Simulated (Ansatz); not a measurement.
C3H4O2. Charge 0, multiplicity 1. The bonds changed during the relaxation, so this is another structure than the one it started from.

```xyz
9

C    -0.604    1.429   -0.504
O    -0.453    0.144    0.126
C     0.674   -0.442   -0.007
C     0.716   -1.762    0.633
O     0.401   -2.781    0.064
H    -0.862    2.144    0.276
H    -1.423    1.343   -1.217
H     0.331    1.691   -0.997
H     1.220   -1.766    1.628
```

Problem. List the harmonic frequencies (cm⁻¹, unscaled) at PBE0-D4/def2-TZVP in Ansatz. (An estimate is asked.)

Solution. The calculation gave: 106, 139, 206, 274, 437, 583, 867, 975, 1052, 1174, 1195, 1377, 1413, 1476, 1477, 1529, 1767, 2861, 3071, 3174, 3181.

Problem. Is this a minimum?

Solution. Yes, all 21 modes are real.

Problem. Give the ideal-gas thermochemistry at 298.15 K and 1 bar (rigid rotor, harmonic oscillator; point group C1, symmetry number 1).

Solution. Zero-point energy 169.5 kJ/mol; H(298) − E = 187.4 kJ/mol; entropy 315.5 J/(mol·K), of which translation 162.2, rotation 104.7, vibration 48.6; G(298) − E = 93.3 kJ/mol.

Problem. And at 400, 500, 600, 800 and 1000 K?

Solution. 
```json
{"T (K)": "400", "H − E (kJ/mol)": "196.7", "S (J/mol/K)": "342.3", "G − E (kJ/mol)": "59.7"}
{"T (K)": "500", "H − E (kJ/mol)": "207.3", "S (J/mol/K)": "366.0", "G − E (kJ/mol)": "24.3"}
{"T (K)": "600", "H − E (kJ/mol)": "219.3", "S (J/mol/K)": "387.7", "G − E (kJ/mol)": "-13.4"}
{"T (K)": "800", "H − E (kJ/mol)": "246.4", "S (J/mol/K)": "426.6", "G − E (kJ/mol)": "-94.9"}
{"T (K)": "1000", "H − E (kJ/mol)": "276.9", "S (J/mol/K)": "460.6", "G − E (kJ/mol)": "-183.7"}
```

Problem. Rotational constants (cm⁻¹)?

Solution. 0.8904, 0.08656, 0.08397.
